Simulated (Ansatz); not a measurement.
Two isomers of C2H2F2O: A = `FC1(F)CO1`, B = `OC=C(F)F`.

Program: Ansatz. Geometries: PBE0-D4/def2-TZVP. ΔE: electronic, gas phase. CCSD(T)/CBS adds triple-zeta CCSD(T) − MP2 to the extrapolated MP2 energy (def2 sets, frozen cores). This one scheme is used for every species. DFT in def2-TZVPP. B3LYP here is the variant with VWN-RPA as its local correlation; programs differ in this. Each species was taken in one conformer, which may not be the lowest.

Task: Which is lower in electronic energy at CCSD(T)/CBS, and by how much? (Estimate.)

Result: Computed: A, by 1.2 kcal/mol.

Task: Give E(B) − E(A) in kcal/mol with r2SCAN-D4, B3LYP, PBE0-D4, B2PLYP, HF/def2-TZVPP, CCSD/def2-TZVPP, CCSD(T)/def2-TZVPP. (An estimate is asked.)

Result: Ansatz gave: r2SCAN-D4 2.7, B3LYP -1.0, PBE0-D4 2.8, B2PLYP 0.8, HF/def2-TZVPP 1.2, CCSD/def2-TZVPP 2.3, CCSD(T)/def2-TZVPP 2.3. The order is the other way round with B3LYP.

Largest T1 diagnostic: 0.012.

From r2SCAN to r2SCAN0 (25 % exact exchange), in def2-TZVPP and without D4, E(B) − E(A) moves by +0.8 kcal/mol. Leaving LDA and LC-ωPBE aside and taking each functional with its dispersion term where it has one, the values, not all of them listed here, spread over 6.9 kcal/mol, from BLYP-D4 to ωB97X-V.
